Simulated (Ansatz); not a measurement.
# CH4FN: the cost of one run

Program: Ansatz 0.2.0, Gaussian basis. Level of theory: the settings change from run to run. These are calculated values, not measurements.

## Step 1: The geometry

An earlier PBE0-D4 in a triple-zeta def2 set relaxation fixed the geometry.

SMILES `NCF`, 7 atoms, charge 0, spin multiplicity 1.

Atoms are counted from 1 here; the program's logs count them from 0.

Bond lengths: N1–C2 1.402 Å, N1–H4 1.010 Å, N1–H5 1.010 Å, C2–F3 1.406 Å, C2–H6 1.092 Å, C2–H7 1.092 Å. Angles: C2–N1–H4 112.8°, C2–N1–H5 112.8°, H4–N1–H5 109.7°, N1–C2–F3 113.7°, N1–C2–H6 110.2°, N1–C2–H7 110.2°, F3–C2–H6 106.1°, F3–C2–H7 106.1°, H6–C2–H7 110.3°.

As a file:

```xyz
7
CH4FN
N    -0.45863   -0.12083   -0.75984
C     0.44416   -0.11018    0.31317
F     0.04315    0.71014    1.38203
H    -1.36414   -0.48992   -0.50614
H    -0.56868    0.78749   -1.18807
H     0.55137   -1.11505    0.72642
H     1.41407    0.27035   -0.01317
```

## Step 2: HSE06/pcseg-2

This run has coordinates scaled by 1.25, a point charge of 0.50 e beside it, D3(BJ) dispersion, high accuracy.

Contents of in.yaml:

```yaml
crystal:
  periodic: [false, false, false]
  atoms:
    - {symbol: N, position_ang: [-0.573282, -0.151036, -0.949798]}
    - {symbol: C, position_ang: [0.555194, -0.137720, 0.391465]}
    - {symbol: F, position_ang: [0.053936, 0.887670, 1.727537]}
    - {symbol: H, position_ang: [-1.705169, -0.612401, -0.632669]}
    - {symbol: H, position_ang: [-0.710853, 0.984363, -1.485092]}
    - {symbol: H, position_ang: [0.689209, -1.393811, 0.908019]}
    - {symbol: H, position_ang: [1.767590, 0.337935, -0.016462]}
basis:
  gaussian: {orbitals: pcseg-2, point_charges: [{charge: 0.50, position_ang: [6.443, -0.036, -0.525]}]}
hamiltonian: {xc: {name: HSE06}, dispersion: d3bj}
accuracy: high
```

The run is started by

```sh
$ ansatz run in.yaml --threads 2 --pin off --events-out ev --progress --plain --max-ram 4352MiB
```

What time and memory should one allow on 2 threads of Arm Neoverse V2, shared host?

About 4.8 s, with a peak of 0.52 GiB.
